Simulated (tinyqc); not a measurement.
Inside a calculation (part 2 of 3). Method: UHF in the sto-6g basis, for NH3+, spin multiplicity 2. Computed by tinyqc, a small Python program that keeps every step (integrals from PySCF). Command: `OMP_NUM_THREADS=1 python tinyqc.py 23054 23055 out.jsonl` (the two numbers bound the seeds that draw the settings). One thread of a shared host (Intel(R) Xeon(R) Processor @ 2.60GHz), about 0.2 s of CPU time with the checks.

Geometry (angstrom):
```
atom          x          y         z
N      0.000000   0.000000  0.226000
H      0.965000   0.000000  0.000000
H     -0.483000   0.836000  0.000000
H     -0.483000  -0.836000  0.000000
```

## Iteration 1: building the Fock matrix

D(alpha) at the start, lower triangle:
```
            1N 1s     1N 2s     1N 2px     1N 2py     1N 2pz     2H 1s     3H 1s     4H 1s
1N 1s    1.061004
1N 2s   -0.232249  1.025308
1N 2px   0.000000  0.000001   0.458465
1N 2py   0.000000  0.000000   0.000000   0.458499
1N 2pz  -0.002879  0.013284   0.000001   0.000000   0.492724
2H 1s   -0.006281  0.017103   0.028671   0.000000  -0.001421  0.483459
3H 1s   -0.006278  0.017102  -0.014348   0.024839  -0.001421  0.028999  0.483450
4H 1s   -0.006278  0.017102  -0.014348  -0.024839  -0.001421  0.028999  0.029008  0.483450
```

D(beta) at the start, lower triangle:
```
            1N 1s     1N 2s     1N 2px     1N 2py     1N 2pz     2H 1s     3H 1s     4H 1s
1N 1s    0.848803
1N 2s   -0.185799  0.820246
1N 2px   0.000000  0.000001   0.366772
1N 2py   0.000000  0.000000   0.000000   0.366799
1N 2pz  -0.002303  0.010627   0.000001   0.000000   0.394179
2H 1s   -0.005025  0.013682   0.022937   0.000000  -0.001137  0.386767
3H 1s   -0.005022  0.013682  -0.011478   0.019871  -0.001137  0.023199  0.386760
4H 1s   -0.005022  0.013682  -0.011478  -0.019871  -0.001137  0.023199  0.023207  0.386760
```

core Hamiltonian H = T + V (hartree), lower triangle:
```
             1N 1s      1N 2s     1N 2px     1N 2py     1N 2pz      2H 1s      3H 1s      4H 1s
1N 1s   -26.038316
1N 2s    -5.693153  -7.754833
1N 2px   -0.000007  -0.000033  -6.543710
1N 2py    0.000000   0.000000   0.000000  -6.543460
1N 2pz    0.011945   0.128263   0.000027   0.000000  -6.371286
2H 1s    -1.578832  -3.434258  -2.493232   0.000000   0.620722  -4.720945
3H 1s    -1.577088  -3.431802   1.246724  -2.157857   0.620138  -1.217743  -4.719408
4H 1s    -1.577088  -3.431802   1.246724   2.157857   0.620138  -1.217743  -1.217507  -4.719408
```

nuclear repulsion = 12.15821733 hartree

Given earlier and not repeated: Two-electron integrals (ij|kl) in chemists' order.

J_ij = sum D_kl (ij|kl) with D = D(alpha) + D(beta), K_ij = sum D_kl (ik|jl) for each spin; F = H + J - K(s); E = tr D H + tr D J / 2 - 0.5 sum_s tr D(s) K(s) + E_nn.

Coulomb J (hartree), lower triangle:
```
            1N 1s      1N 2s     1N 2px     1N 2py     1N 2pz     2H 1s     3H 1s     4H 1s
1N 1s   13.254597
1N 2s    2.318284   6.196120
1N 2px   0.000001  -0.000025   6.221827
1N 2py   0.000000   0.000000   0.000000   6.221753
1N 2pz  -0.008214  -0.080515  -0.000003   0.000000   6.144781
2H 1s    0.658905   2.747893   2.198396   0.000000  -0.540463  4.347961
3H 1s    0.658173   2.745968  -1.099292   1.902671  -0.539947  0.963573  4.346889
4H 1s    0.658173   2.745968  -1.099292  -1.902671  -0.539947  0.963573  0.963438  4.346889
```

exchange K(alpha) (hartree), lower triangle:
```
            1N 1s      1N 2s     1N 2px     1N 2py     1N 2pz     2H 1s     3H 1s     4H 1s
1N 1s    4.300319
1N 2s    0.677857   1.267220
1N 2px   0.000010   0.000038   0.737050
1N 2py   0.000000   0.000000   0.000000   0.736919
1N 2pz  -0.006859  -0.055970  -0.000013   0.000000   0.640535
2H 1s    0.217292   0.664520   0.359872   0.000000  -0.103406  0.721450
3H 1s    0.217062   0.664104  -0.179955   0.311467  -0.103323  0.283663  0.721101
4H 1s    0.217062   0.664104  -0.179955  -0.311467  -0.103323  0.283663  0.283598  0.721101
```

exchange K(beta) (hartree), lower triangle:
```
            1N 1s      1N 2s     1N 2px     1N 2py     1N 2pz     2H 1s     3H 1s     4H 1s
1N 1s    3.440256
1N 2s    0.542286   1.013776
1N 2px   0.000008   0.000030   0.589640
1N 2py   0.000000   0.000000   0.000000   0.589536
1N 2pz  -0.005487  -0.044776  -0.000011   0.000000   0.512428
2H 1s    0.173834   0.531616   0.287898   0.000000  -0.082725  0.577160
3H 1s    0.173650   0.531284  -0.143964   0.249174  -0.082658  0.226930  0.576880
4H 1s    0.173650   0.531284  -0.143964  -0.249174  -0.082658  0.226930  0.226878  0.576880
```

F(alpha) (hartree), lower triangle:
```
             1N 1s      1N 2s     1N 2px     1N 2py     1N 2pz      2H 1s      3H 1s      4H 1s
1N 1s   -17.084038
1N 2s    -4.052726  -2.825934
1N 2px   -0.000016  -0.000095  -1.058933
1N 2py    0.000000   0.000000   0.000000  -1.058627
1N 2pz    0.010591   0.103718   0.000037   0.000000  -0.867041
2H 1s    -1.137219  -1.350884  -0.654708   0.000000   0.183665  -1.094434
3H 1s    -1.135977  -1.349939   0.327388  -0.566652   0.183514  -0.537833  -1.093620
4H 1s    -1.135977  -1.349939   0.327388   0.566652   0.183514  -0.537833  -0.537667  -1.093620
```

F(beta) (hartree), lower triangle:
```
             1N 1s      1N 2s     1N 2px     1N 2py     1N 2pz      2H 1s      3H 1s      4H 1s
1N 1s   -16.223974
1N 2s    -3.917154  -2.572490
1N 2px   -0.000014  -0.000087  -0.911523
1N 2py    0.000000   0.000000   0.000000  -0.911243
1N 2pz    0.009219   0.092524   0.000034   0.000000  -0.738934
2H 1s    -1.093760  -1.217980  -0.582733   0.000000   0.162983  -0.950144
3H 1s    -1.092565  -1.217118   0.291396  -0.504359   0.162849  -0.481100  -0.949399
4H 1s    -1.092565  -1.217118   0.291396   0.504359   0.162849  -0.481100  -0.480948  -0.949399
```

total energy of this density = -52.27397203 hartree

This density is the starting one; it is not idempotent, so its energy is not variational and may lie below the converged one.

## Iteration 1: diagonalisation and new density

X, lower triangle:
```
            1N 1s      1N 2s     1N 2px     1N 2py    1N 2pz      2H 1s      3H 1s     4H 1s
1N 1s    1.023672
1N 2s   -0.151109   1.442847
1N 2px  -0.000002   0.000130   1.174242
1N 2py   0.000000   0.000000   0.000000   1.173969
1N 2pz   0.006354  -0.083008  -0.000033   0.000000  1.016317
2H 1s    0.020730  -0.340927  -0.335917   0.000000  0.067212   1.273865
3H 1s    0.020726  -0.340514   0.167911  -0.290610  0.067110  -0.054680   1.273441
4H 1s    0.020726  -0.340514   0.167911   0.290610  0.067110  -0.054680  -0.054644  1.273441
```

overlap S, lower triangle:
```
           1N 1s     1N 2s     1N 2px     1N 2py     1N 2pz     2H 1s     3H 1s     4H 1s
1N 1s   1.000000
1N 2s   0.229416  1.000000
1N 2px  0.000000  0.000000   1.000000
1N 2py  0.000000  0.000000   0.000000   1.000000
1N 2pz  0.000000  0.000000   0.000000   0.000000   1.000000
2H 1s   0.063181  0.509105   0.434637   0.000000  -0.101791  1.000000
3H 1s   0.063112  0.508801  -0.217360   0.376217  -0.101705  0.199514  1.000000
4H 1s   0.063112  0.508801  -0.217360  -0.376217  -0.101705  0.199514  0.199516  1.000000
```

Diagonalise F' = X^T F X, C = X C', fill 5 alpha and 4 beta electrons from the bottom; D(s) = C_occ C_occ^T; the new density keeps 0.2 of the old one (damping). Each column has its largest component positive (the first on a tie).

F' = X^T F X (alpha) (hartree), lower triangle:
```
            1          2          3          4          5          6          7          8
1  -16.835196
2   -1.904158  -1.629608
3    0.000024   0.000053  -0.779544
4    0.000000   0.000000   0.000000  -0.779616
5    0.007199  -0.018678  -0.000005   0.000000  -0.840755
6   -0.223110  -0.554205  -0.466244   0.000000   0.098327  -0.411637
7   -0.222689  -0.553668   0.233115  -0.403456   0.098206  -0.127181  -0.411683
8   -0.222689  -0.553668   0.233115   0.403456   0.098206  -0.127181  -0.127087  -0.411683
```

orbital energies (alpha) (hartree): MO1 -17.085332, MO2 -2.005996, MO3 -1.154367, MO4 -1.154051, MO5 -0.863556, MO6 -0.016643, MO7 0.089838, MO8 0.090384

coefficients C (alpha):
```
              MO1        MO2        MO3        MO4        MO5        MO6        MO7        MO8
1N 1s    0.997621  -0.226259   0.000020   0.000000  -0.037429  -0.155648   0.000000   0.000314
1N 2s    0.011183   0.873101  -0.000148   0.000000   0.214249   1.285037   0.000000  -0.002932
1N 2px   0.000001   0.000072   0.755913   0.000000   0.000084  -0.001831   0.000000  -0.988263
1N 2py   0.000000   0.000000   0.000000   0.756009   0.000000   0.000000   0.987705   0.000000
1N 2pz  -0.001070  -0.072515  -0.000072   0.000000   0.970626  -0.325545   0.000000   0.000749
2H 1s   -0.001207   0.090565   0.314360   0.000000  -0.064228  -0.746876   0.000000   1.092591
3H 1s   -0.001206   0.090464  -0.157240   0.272274  -0.064227  -0.749546  -0.944577  -0.544009
4H 1s   -0.001206   0.090464  -0.157240  -0.272274  -0.064227  -0.749546   0.944577  -0.544009
```

F' = X^T F X (beta) (hartree), lower triangle:
```
            1          2          3          4          5          6          7          8
1  -15.966730
2   -1.907937  -1.430092
3    0.000022   0.000053  -0.646641
4    0.000000   0.000000   0.000000  -0.646721
5    0.009433  -0.021595  -0.000006   0.000000  -0.714233
6   -0.207799  -0.510448  -0.438984   0.000000   0.091682  -0.317379
7   -0.207396  -0.509946   0.219483  -0.379865   0.091568  -0.115992  -0.317441
8   -0.207396  -0.509946   0.219483   0.379865   0.091568  -0.115992  -0.115903  -0.317441
```

orbital energies (beta) (hartree): MO1 -16.227091, MO2 -1.755378, MO3 -1.005919, MO4 -1.005629, MO5 -0.736162, MO6 0.058230, MO7 0.157370, MO8 0.157900

coefficients C (beta):
```
              MO1        MO2        MO3        MO4        MO5        MO6        MO7        MO8
1N 1s    0.996066  -0.229003   0.000021   0.000000  -0.038890  -0.161136   0.000000   0.000339
1N 2s    0.019548   0.860948  -0.000151   0.000000   0.217150   1.292628   0.000000  -0.003061
1N 2px   0.000002   0.000075   0.747749   0.000000   0.000083  -0.001934   0.000000  -0.994455
1N 2py   0.000000   0.000000   0.000000   0.747846   0.000000   0.000000   0.993900   0.000000
1N 2pz  -0.001707  -0.071784  -0.000072   0.000000   0.970226  -0.326896   0.000000   0.000780
2H 1s   -0.003464   0.097459   0.323332   0.000000  -0.064556  -0.745885   0.000000   1.090029
3H 1s   -0.003461   0.097350  -0.161731   0.280048  -0.064557  -0.748691  -0.942302  -0.542631
4H 1s   -0.003461   0.097350  -0.161731  -0.280048  -0.064557  -0.748691   0.942302  -0.542631
```

D(alpha) after iteration 1, lower triangle:
```
            1N 1s      1N 2s     1N 2px     1N 2py     1N 2pz      2H 1s      3H 1s     4H 1s
1N 1s    1.050473
1N 2s   -0.201977   0.851728
1N 2px  -0.000003  -0.000025   0.548817
1N 2py   0.000000   0.000000   0.000000   0.548940
1N 2pz  -0.017367   0.118362   0.000017   0.000000   0.856445
2H 1s   -0.016685   0.055622   0.195838   0.000000  -0.055428   0.185612
3H 1s   -0.016672   0.055607  -0.097957   0.169641  -0.055395  -0.023889   0.185624
4H 1s   -0.016672   0.055607  -0.097957  -0.169641  -0.055395  -0.023889  -0.023877  0.185624
```

D(beta) after iteration 1, lower triangle:
```
            1N 1s      1N 2s     1N 2px     1N 2py     1N 2pz      2H 1s      3H 1s     4H 1s
1N 1s    1.005432
1N 2s   -0.179311   0.757340
1N 2px   0.000000  -0.000039   0.520657
1N 2py   0.000000   0.000000   0.000000   0.520778
1N 2pz   0.011330  -0.047343  -0.000047   0.000000   0.082961
2H 1s   -0.021615   0.069769   0.198010   0.000000  -0.005838   0.168596
3H 1s   -0.021599   0.069752  -0.099037   0.171520  -0.005804  -0.029595   0.168610
4H 1s   -0.021599   0.069752  -0.099037  -0.171520  -0.005804  -0.029595  -0.029583  0.168610
```

## Iteration 2: building the Fock matrix

As before.

Coulomb J (hartree), lower triangle:
```
            1N 1s      1N 2s     1N 2px     1N 2py     1N 2pz     2H 1s     3H 1s     4H 1s
1N 1s   14.123808
1N 2s    2.459206   6.455896
1N 2px   0.000000  -0.000018   6.484119
1N 2py   0.000000   0.000000   0.000000   6.484075
1N 2pz  -0.006304  -0.059838  -0.000008   0.000000   6.399495
2H 1s    0.699275   2.833018   2.250921   0.000000  -0.544114  4.384261
3H 1s    0.698498   2.831002  -1.125533   1.948105  -0.543583  0.986910  4.383012
4H 1s    0.698498   2.831002  -1.125533  -1.948105  -0.543583  0.986910  0.986755  4.383012
```

exchange K(alpha) (hartree), lower triangle:
```
            1N 1s     1N 2s     1N 2px     1N 2py     1N 2pz     2H 1s     3H 1s     4H 1s
1N 1s    4.273336
1N 2s    0.665329  1.170895
1N 2px   0.000002  0.000018   0.865868
1N 2py   0.000000  0.000000   0.000000   0.865806
1N 2pz  -0.001248  0.001642  -0.000008   0.000000   0.907684
2H 1s    0.203586  0.567645   0.398566   0.000000  -0.099191  0.595773
3H 1s    0.203368  0.567276  -0.199317   0.345007  -0.099108  0.201666  0.595401
4H 1s    0.203368  0.567276  -0.199317  -0.345007  -0.099108  0.201666  0.201624  0.595401
```

exchange K(beta) (hartree), lower triangle:
```
            1N 1s      1N 2s     1N 2px     1N 2py     1N 2pz     2H 1s     3H 1s     4H 1s
1N 1s    4.080499
1N 2s    0.612886   0.986813
1N 2px   0.000002   0.000010   0.798170
1N 2py   0.000000   0.000000   0.000000   0.798110
1N 2pz  -0.002987  -0.080468  -0.000056   0.000000   0.284794
2H 1s    0.186843   0.501798   0.376372   0.000000  -0.070784  0.548179
3H 1s    0.186641   0.501481  -0.188218   0.325799  -0.070694  0.174690  0.547850
4H 1s    0.186641   0.501481  -0.188218  -0.325799  -0.070694  0.174690  0.174660  0.547850
```

F(alpha) (hartree), lower triangle:
```
             1N 1s      1N 2s     1N 2px     1N 2py     1N 2pz      2H 1s      3H 1s      4H 1s
1N 1s   -16.187843
1N 2s    -3.899276  -2.469832
1N 2px   -0.000009  -0.000069  -0.925458
1N 2py    0.000000   0.000000   0.000000  -0.925191
1N 2pz    0.006890   0.066784   0.000027   0.000000  -0.879476
2H 1s    -1.083143  -1.168885  -0.640877   0.000000   0.175798  -0.932457
3H 1s    -1.081958  -1.168076   0.320508  -0.554759   0.175663  -0.432499  -0.931798
4H 1s    -1.081958  -1.168076   0.320508   0.554759   0.175663  -0.432499  -0.432376  -0.931798
```

F(beta) (hartree), lower triangle:
```
             1N 1s      1N 2s     1N 2px     1N 2py     1N 2pz      2H 1s      3H 1s      4H 1s
1N 1s   -15.995006
1N 2s    -3.846833  -2.285750
1N 2px   -0.000008  -0.000061  -0.857761
1N 2py    0.000000   0.000000   0.000000  -0.857496
1N 2pz    0.008629   0.148894   0.000075   0.000000  -0.256585
2H 1s    -1.066400  -1.103038  -0.618683   0.000000   0.147392  -0.884862
3H 1s    -1.065231  -1.102281   0.309409  -0.535551   0.147250  -0.405523  -0.884246
4H 1s    -1.065231  -1.102281   0.309409   0.535551   0.147250  -0.405523  -0.405412  -0.884246
```

total energy of this density = -54.95937427 hartree

This density is a damped mixture and is not idempotent, and it still holds part of the atomic start, so its energy may lie below the converged one.

## Iteration 2: diagonalisation and new density

As before.

F' = X^T F X (alpha) (hartree), lower triangle:
```
            1          2          3          4          5          6          7          8
1  -15.931456
2   -1.911180  -1.317470
3    0.000024   0.000077  -0.602265
4    0.000000   0.000000   0.000000  -0.602396
5    0.011806  -0.062617  -0.000017   0.000000  -0.849209
6   -0.202031  -0.512223  -0.520248   0.000000   0.110269  -0.275726
7   -0.201634  -0.511726   0.260132  -0.450245   0.110142  -0.095254  -0.275877
8   -0.201634  -0.511726   0.260132   0.450245   0.110142  -0.095254  -0.095165  -0.275877
```

orbital energies (alpha) (hartree): MO1 -16.190746, MO2 -1.656268, MO3 -1.062549, MO4 -1.062297, MO5 -0.881871, MO6 0.164473, MO7 0.279189, MO8 0.279791

coefficients C (alpha):
```
              MO1        MO2        MO3        MO4        MO5        MO6        MO7        MO8
1N 1s    0.996199  -0.226333   0.000018   0.000000  -0.040769  -0.163606   0.000000   0.000336
1N 2s    0.019261   0.846642  -0.000145   0.000000   0.225904   1.300557   0.000000  -0.003012
1N 2px   0.000002   0.000067   0.710973   0.000000   0.000092  -0.001950   0.000000  -1.021071
1N 2py   0.000000   0.000000   0.000000   0.711052   0.000000   0.000000   1.020547   0.000000
1N 2pz  -0.001620  -0.073714  -0.000088   0.000000   0.968785  -0.330718   0.000000   0.000773
2H 1s   -0.003774   0.105372   0.362817   0.000000  -0.066378  -0.744729   0.000000   1.077473
3H 1s   -0.003771   0.105263  -0.181481   0.314271  -0.066390  -0.747416  -0.931447  -0.536406
4H 1s   -0.003771   0.105263  -0.181481  -0.314271  -0.066390  -0.747416   0.931447  -0.536406
```

F' = X^T F X (beta) (hartree), lower triangle:
```
            1          2          3          4          5          6          7          8
1  -15.740510
2   -1.904597  -1.126441
3    0.000023   0.000085  -0.531697
4    0.000000   0.000000   0.000000  -0.531833
5    0.003747   0.031554   0.000029   0.000000  -0.230855
6   -0.198426  -0.497637  -0.517763   0.000000   0.092208  -0.253868
7   -0.198033  -0.497160   0.258888  -0.448095   0.092077  -0.091498  -0.254028
8   -0.198033  -0.497160   0.258888   0.448095   0.092077  -0.091498  -0.091410  -0.254028
```

orbital energies (beta) (hartree): MO1 -15.997708, MO2 -1.506747, MO3 -1.007516, MO4 -1.007270, MO5 -0.246204, MO6 0.215942, MO7 0.312818, MO8 0.313425

coefficients C (beta):
```
              MO1        MO2        MO3        MO4        MO5        MO6        MO7        MO8
1N 1s    0.996331  -0.218972   0.000018   0.000000  -0.055893  -0.168283   0.000000   0.000408
1N 2s    0.018769   0.796401  -0.000144   0.000000   0.318450   1.312872   0.000000  -0.003521
1N 2px   0.000002   0.000073   0.692341   0.000000   0.000030  -0.002357   0.000000  -1.033794
1N 2py   0.000000   0.000000   0.000000   0.692417   0.000000   0.000000   1.033281   0.000000
1N 2pz  -0.001806  -0.091447  -0.000059   0.000000   0.947833  -0.382886   0.000000   0.000974
2H 1s   -0.003840   0.131779   0.382257   0.000000  -0.101111  -0.736224   0.000000   1.070971
3H 1s   -0.003836   0.131645  -0.191217   0.331120  -0.101154  -0.739468  -0.925591  -0.532771
4H 1s   -0.003836   0.131645  -0.191217  -0.331120  -0.101154  -0.739468   0.925591  -0.532771
```

D(alpha) after iteration 2, lower triangle:
```
            1N 1s      1N 2s     1N 2px     1N 2py     1N 2pz      2H 1s      3H 1s     4H 1s
1N 1s    1.046335
1N 2s   -0.185711   0.784910
1N 2px  -0.000004  -0.000025   0.514150
1N 2py   0.000000   0.000000   0.000000   0.514264
1N 2pz  -0.023015   0.148802   0.000021   0.000000   0.926473
2H 1s   -0.023254   0.070398   0.245531   0.000000  -0.068765   0.154850
3H 1s   -0.023236   0.070382  -0.122813   0.212699  -0.068723  -0.045043   0.154888
4H 1s   -0.023236   0.070382  -0.122813  -0.212699  -0.068723  -0.045043  -0.045039  0.154888
```

D(beta) after iteration 2, lower triangle:
```
            1N 1s      1N 2s     1N 2px     1N 2py     1N 2pz      2H 1s      3H 1s     4H 1s
1N 1s    1.033586
1N 2s   -0.160414   0.659153
1N 2px  -0.000001  -0.000041   0.487601
1N 2py   0.000000   0.000000   0.000000   0.487709
1N 2pz   0.016846  -0.067758  -0.000047   0.000000   0.023285
2H 1s   -0.030463   0.097811   0.251331   0.000000  -0.010821   0.164520
3H 1s   -0.030442   0.097789  -0.125710   0.217723  -0.010777  -0.050504   0.164562
4H 1s   -0.030442   0.097789  -0.125710  -0.217723  -0.010777  -0.050504  -0.050502  0.164562
```
